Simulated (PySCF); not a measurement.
Geometry (Å), atoms numbered from 1 in this order:
```xyz
13

C     1.983   -0.119   -0.246
C     0.967    0.556    0.308
C    -0.454    0.219    0.189
C    -1.375    0.988    0.796
C    -0.837   -0.988   -0.615
H     1.829   -1.013   -0.857
H     3.017    0.206   -0.105
H     1.190    1.446    0.909
H    -1.087    1.866    1.382
H    -2.442    0.763    0.726
H    -1.926   -1.129   -0.626
H    -0.376   -1.900   -0.204
H    -0.491   -0.895   -1.657
```

How the numbers were obtained: σ from GIAO-PBE0/pcSseg-1, coordinates at the PBE0-D3(BJ)/def2-SVP level, in PySCF 2.14.0 with density-fitted response routines (one conformer, non-relativistic Hamiltonian, no solvent model, fast rotation and ring inversion assumed for equivalent nuclei).

Chemical shifts δ = σref − σ; TMS for ¹³C (σ = 184.41 ppm) and ¹H (σ = 31.27 ppm), all at this level.

| atoms | nucleus | count | Hirshfeld charge | δ (ppm) |
| --- | --- | --- | --- | --- |
| C4 | ¹³C | 1 | -0.10 | ? |
| H6 | ¹H | 1 | 0.04 | 5.35 |
| C2 | ¹³C | 1 | -0.05 | 148.0 |
| H7 | ¹H | 1 | 0.05 | 5.33 |
| H11/H12/H13 | ¹H | 3 | 0.04 | ? |
| C5 | ¹³C | 1 | -0.11 | ? |
| H9 | ¹H | 1 | 0.04 | 5.25 |
| H10 | ¹H | 1 | 0.04 | 5.33 |
| C1 | ¹³C | 1 | -0.10 | 120.7 |
| H8 | ¹H | 1 | 0.05 | 6.55 |
| C3 | ¹³C | 1 | 0.01 | 150.1 |

Q: Estimate the values marked ?.

A: 
- C4: 126.0 ppm, terminal =CH2 carbon; the olefinic region
- C5: 19.8 ppm, allylic methyl carbon; saturated and bonded to C and H only
- H11/H12/H13: 1.86 ppm, hydrogen on an allylic methyl carbon; allylic position

Shifts are as computed. Against solution values, carbons near 30 ppm lie about +2 ppm off and those near 130 ppm about +5 ppm. Of 1211 compounds with measured shifts, 218 miss one by over three times the rms of a fit or turn the order of signals round; such compounds aren't used in these exercises.
